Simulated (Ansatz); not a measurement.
One change: `C/C=N/C` becomes `C/N=C/Cl`.

Ansatz, PBE0-D4/def2-TZVP geometries, multiplicity 1. 

```
                                                                                  property  `C/C=N/C`
                                                        LUMO energy (PBE0/def2-TZVPP) / eV       0.15
                                        size of the dipole moment (ωB97M-V/def2-TZVPP) / D       1.49
                                                       HOMO energy (B3LYP/def2-TZVPP) / eV      -6.96
                                            zero-point energy (PBE0-D4/def2-TZVP) / kJ/mol      252.8
                                            size of the dipole moment (PBE/def2-TZVPP) / D       1.33
ideal-gas entropy at 298 K and 1 bar (rigid rotor, harmonic PBE0-D4/def2-TZVP) / J/(mol·K)        294
```

(1) Give the same properties after the change, and the shifts. (Estimate.)

Answers

(1) Ansatz gave: 
| property | `C/N=C/Cl` | shift |
| --- | --- | --- |
| LUMO energy (PBE0/def2-TZVPP) / eV | -0.51 | -0.66 |
| size of the dipole moment (ωB97M-V/def2-TZVPP) / D | 2.42 | 0.93 |
| HOMO energy (B3LYP/def2-TZVPP) / eV | -7.77 | -0.81 |
| zero-point energy (PBE0-D4/def2-TZVP) / kJ/mol | 156.1 | -96.7 |
| size of the dipole moment (PBE/def2-TZVPP) / D | 2.27 | 0.94 |
| ideal-gas entropy at 298 K and 1 bar (rigid rotor, harmonic PBE0-D4/def2-TZVP) / J/(mol·K) | 293 | -1 |

With PBE0 the HOMO falls by 0.82 eV and the LUMO falls by 0.66 eV, so the gap widens by about 0.16 eV. PBE moves the HOMO by -0.78 eV and ωB97M-V by -0.80 eV. The zero-point energy changes by -96.7 kJ/mol with -9 modes. Dipoles are sizes alone; their direction can turn.

B3LYP here is the variant with VWN-RPA as its local correlation; programs differ in this.
